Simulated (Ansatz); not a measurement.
Species, as SMILES: [NH2] (NH2), doublet.
Atoms: N1, H2, H3. Bonds: N1-H2, N1-H3.

Basis-set convergence of the harmonic zero-point energy at B3LYP with Ansatz (an electronic-structure program). Each level at its own minimum, finite differences of forces, unscaled; the reference is a large set that could be run, not a limit. Cartesian d functions, on some or all atoms, in 6-31G*, 6-31G**; all else is spherical. The program fits the integrals of some runs and decomposes those of others, by size. Open shells are unrestricted. No added dispersion term, no relativity. Reference: the value in def2-QZVPPD, 11.92 kcal/mol. Deviations are taken from unrounded values.

| basis | functions | harmonic zero-point energy (kcal/mol) | minus reference (kcal/mol) |
|---|---|---|---|
| 6-31G | 13 | 11.62 | -0.29 |
| def2-SV(P) | 18 | 11.67 | -0.25 |
| 6-31G* | 19 | 11.91 | -0.01 |
| 6-31G** | 25 | 11.90 | -0.01 |
| 6-311G** | 30 | 11.84 | -0.07 |
| aug-pcseg-1 | 41 | 11.84 | -0.08 |
| def2-TZVPD | 55 | 11.88 | -0.04 |
| cc-pVTZ | 58 | 11.89 | -0.03 |
| pcseg-2 | 58 | 11.90 | -0.02 |
| def2-TZVPP | 59 | 11.91 | -0.01 |
| aug-cc-pVTZ | 92 | 11.90 | -0.01 |
| aug-pcseg-2 | 92 | 11.91 | 0.00 |
| cc-pVQZ | 115 | 11.90 | -0.02 |
